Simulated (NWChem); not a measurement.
**Total energies of ethanethiol (C2H6S)**

```xyz
9

C     -1.4828     0.7695    -0.2516
C     -0.5455    -0.4168    -0.4452
S      1.0731    -0.2620     0.4140
H     -2.4515     0.5832    -0.7463
H     -1.0578     1.6896    -0.6848
H     -1.6695     0.9571     0.8169
H     -0.9823    -1.3347    -0.0204
H     -0.3659    -0.6175    -1.5130
H      1.5271     0.7979    -0.2957
```
Charge 0, spin multiplicity 1.

The numbers come from NWChem runs, not from measurements. Structure: optimised with B3LYP/def2-SVP, a minimum by its harmonic frequencies. It is one conformer; others weren't searched.

Basis set: def2-TZVP (135 functions).

```csv
method,total energy (Ha),relative cost
RHF,-476.79843,1
MP2,-477.31671,under 3
B2PLYP,-477.84097,under 3
PBE,-477.76589,under 3
B3LYP,-478.08004,under 3
BP86,-478.09784,under 3
```

Total energies of different functionals aren't comparable as a measure of quality: only differences taken within one method are. Relative cost: rough, from shared machines, SCF included, RHF = 1.

The correlated methods keep 7 core orbitals frozen. B3LYP has NWChem's definition, with VWN1-RPA local correlation.
